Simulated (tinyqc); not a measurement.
Extended Hueckel theory, for BH3, step by step. One step of it, computed by the program tinyqc.

Question. Orbitals. Solve H C = S C e through S^(-1/2); fill by pairs from the bottom, a degenerate level sharing its electrons equally; each orbital has its largest coefficient positive (the first on a tie).

H (eV), lower triangle:
```
             1B 2s     1B 2px     1B 2py     1B 2pz       2H 1s       3H 1s       4H 1s
1B 2s   -15.200000
1B 2px    0.000000  -8.500000
1B 2py    0.000000   0.000000  -8.500000
1B 2pz    0.000000   0.000000   0.000000  -8.500000
2H 1s   -11.068393  -9.353885   0.000000   0.196751  -13.600000
3H 1s   -11.067043   4.680194  -8.098129   0.196716   -2.177257  -13.600000
4H 1s   -11.067043   4.680194   8.098129   0.196716   -2.177257   -2.179608  -13.600000
```

overlap S, lower triangle:
```
           1B 2s     1B 2px     1B 2py     1B 2pz     2H 1s     3H 1s     4H 1s
1B 2s   1.000000
1B 2px  0.000000   1.000000
1B 2py  0.000000   0.000000   1.000000
1B 2pz  0.000000   0.000000   0.000000   1.000000
2H 1s   0.511375   0.545486   0.000000  -0.011474  1.000000
3H 1s   0.511313  -0.272933   0.472255  -0.011472  0.106728  1.000000
4H 1s   0.511313  -0.272933  -0.472255  -0.011472  0.106728  0.106844  1.000000
```

valence electrons = 6

Give: orbital energies; occupations; coefficients; sum of one-electron energies.

Answer.

orbital energies (eV): -17.9640  -13.8246  -13.8234  -8.5023  5.5151  5.5378  12.2976

occupations: 2.0000  2.0000  2.0000  0.0000  0.0000  0.0000  0.0000

coefficients:
```
           MO1      MO2      MO3      MO4      MO5      MO6      MO7
1B 2s   0.5444   0.0001   0.0000   0.0237   0.0000   0.0011   1.5914
1B 2px  0.0000   0.3272   0.0000   0.0000   0.0000   1.3757  -0.0013
1B 2py  0.0000   0.0000   0.3273   0.0000   1.3750   0.0000   0.0000
1B 2pz  0.0008   0.0000   0.0000   0.9996   0.0000   0.0000  -0.0410
2H 1s   0.2665   0.6405   0.0000  -0.0079   0.0000  -1.0406  -0.8397
3H 1s   0.2665  -0.3203   0.5548  -0.0079  -0.9003   0.5195  -0.8408
4H 1s   0.2665  -0.3203  -0.5548  -0.0079   0.9003   0.5195  -0.8408
```

sum of one-electron energies = -91.2240 eV
